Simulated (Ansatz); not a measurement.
# AlB (triplet): trial inputs and their diagnosis at distance B1–Al2 = 1.860 Å

3 inputs are run for AlB (triplet) as typed; the log has to tell whether the result can be used and what must change.

The runs use Ansatz 0.2.0, Gaussian basis; the settings change from run to run.

13 further runs of the same task are left out: 1 for a known fault of the program, 1 for a mislabelled method, 9 that didn't finish, 2 set aside as unsound or not needed.

## 1. What is computed

The geometry derives from a PBE0/def2-TZVP stationary point (not a proven minimum). One bond is set to the value named and the two fragments are kept rigid.

2 atoms, charge 0, spin multiplicity 3.

Atoms are counted from 1 here; the program's logs count them from 0.

Bond lengths: B1–Al2 1.860 Å.

## 2. Try 1

in.yaml reads:

```yaml
crystal:
  periodic: [false, false, false]
  atoms:
    - {symbol: B, position_ang: [0.000000, 0.000000, 0.000000]}
    - {symbol: Al, position_ang: [0.000000, 0.000000, 1.860000]}
basis:
  gaussian: {orbitals: cc-pVDZ}
magnetization: {spin_polarized: false, initial_magnetization: 2}
correlation: {method: sc_nevpt2, electrons: all, active_space: {window: {electrons: 6, orbitals: 4}}}
accuracy: high
output: {forces: true}
```

Command:

```bash
$ ansatz run in.yaml --threads 1 --pin off --events-out ev --progress --plain --max-ram 2393MiB
```

Standard output:

```text
Functional definition: HF
  name "HF"
  cite "Fock, Z. Phys. 61, 126 (1930) doi:10.1007/BF01340294"
  parent pbe
  exchange = exact_x
  correlation = 0
615 factors; integrals over basis functions are off by at most 2.9e-9 eV
mean field evaluation 1: about -7248.8996 eV, gradient 4.6e0 eV
mean field evaluation 2: about -7248.9730 eV, gradient 4.9e0 eV
mean field evaluation 4: about -7249.3763 eV, gradient 1.5e0 eV
mean field evaluation 8: about -7249.4506 eV, gradient 7.4e-2 eV
mean field evaluation 16: about -7249.4509 eV, gradient 1.7e-8 eV
mean field evaluation 32: about -7249.5286 eV, gradient 4.5e-2 eV
mean field evaluation 64: about -7249.3480 eV, gradient 5.3e-1 eV
mean field evaluation 96: about -7247.1409 eV, gradient 7.7e-3 eV
mean field evaluation 128: about -7249.4509 eV, gradient 1.6e-2 eV
mean field evaluation 160: about -7246.0355 eV, gradient 2.7e-4 eV
mean field evaluation 192: about -7249.4955 eV, gradient 6.4e-1 eV
mean field evaluation 224: about -7245.8194 eV, gradient 1.5e1 eV
mean field evaluation 256: about -7249.4863 eV, gradient 9.0e-1 eV
mean field evaluation 288: about -7249.4340 eV, gradient 7.2e-1 eV
mean field evaluation 320: about -7249.5285 eV, gradient 1.1e-8 eV
mean field evaluation 352: about -7249.4309 eV, gradient 6.5e-1 eV
mean field -7249.52926086 eV, -266.4152864291 hartree, gradient 5.0e-8 eV, S^2 2.000000; 18 other end points of the search recorded, 0 dependent functions left out
reference -7249.52846908 eV, -266.4152573318 hartree; 10, 8 occupied and 22, 24 virtual orbitals, 615 factors
state -7249.52926086 eV, -266.4152864291 hartree
state -7249.52926086 eV, -266.4152864291 hartree; corrected -7251.62187240 eV, -266.4921884850 hartree
the calculation of the forces begins
Error: an active orbital is full or empty, and SC-NEVPT2 has no forces then: leave it out of the active space
```

It took 5.5 s on 1 thread of Arm Neoverse N1, shared host.

What is wrong: The run stopped with an error. It says: «an active orbital is full or empty, and SC-NEVPT2 has no forces then: leave it out of the active space». Cure: drop the forces, or choose an active space whose orbitals are all partly filled.

## 3. Try 2

in.yaml reads:

```yaml
crystal:
  periodic: [false, false, false]
  atoms:
    - {symbol: B, position_ang: [0.000000, 0.000000, 0.000000]}
    - {symbol: Al, position_ang: [0.000000, 0.000000, 1.860000]}
basis:
  gaussian: {orbitals: cc-pVDZ}
magnetization: {spin_polarized: false, initial_magnetization: 2}
correlation: {method: ccsdt, electrons: valence}
scf: {lower_state_search: full}
frozen_core: true
```

The command is unchanged.

Standard output:

```text
Error: YAML parse error: error: line 11 column 1: unknown field `frozen_core`, expected one of crystal, accuracy, basis, kpoints, hamiltonian, magnetization, projection, total_charge, correlation, batch, efield, external_charges, scf, relax, neb, saddle, md, ramp, phonons, dielectric, real_time, elastic, magnetic_configurations, gw, evaluate, workflow, output, checkpoint, execution
  --> <input>:11:1
   |
 9 | correlation: {method: ccsdt, electrons: valence}
10 | scf: {lower_state_search: full}
11 | frozen_core: true
   | ^ unknown field `frozen_core`, expected one of crystal, accuracy, basis, kpoints, hamiltonian, magnetization, projection, total_charge, correlation, batch, efield, external_charges, scf, relax, neb, saddle, md, ramp, phonons, dielectric, real_time, elastic, magnetic_configurations, gw, evaluate, workflow, output, checkpoint, execution
```

Wall time 0.03 s (1 thread of Arm Neoverse N1, shared host).

What is wrong: The run was refused. The input holds a key that the program doesn't read here. Cure: remove it or spell it as the reference does.

## 4. Try 3

in.yaml reads:

```yaml
crystal:
  periodic: [false, false, false]
  atoms:
    - {symbol: B, position_ang: [0.000000, 0.000000, 0.000000]}
    - {symbol: Al, position_ang: [0.000000, 0.000000, 1.860000]}
basis:
  gaussian: {orbitals: def2-SVP}
correlation: {method: fic_mrcisd_q, electrons: valence, active_space: {window: {electrons: 4, orbitals: 4}}}
magnetization: {spin_polarized: true, initial_magnetization: 2}
```

Launched as before.

Standard output:

```text
Error: invalid value for `correlation.active_space`: it starts from restricted Hartree–Fock orbitals; set hamiltonian.xc: hf without magnetization.spin_polarized
```

It took 0.03 s on 1 thread of Arm Neoverse N1, shared host.

Diagnosis: The run was refused. An active space is asked on unrestricted orbitals. Cure: drop spin_polarized: true.

## 5. How the runs ended

```tsv
try	level	ended	cause	time
1	NEVPT2(6,4)/cc-pVDZ	stopped by an error	an active orbital is full or empty, and SC-NEVPT2 has no forces then: leave it out of the active space	5.5 s
2	CCSDT on ROHF/cc-pVDZ	refused	the input holds a key that the program doesn't read here	0.03 s
3	MRCISD+Q(4,4)/def2-SVP	refused	an active space is asked on unrestricted orbitals	0.03 s
```

1 stopped by an error, 2 refused.
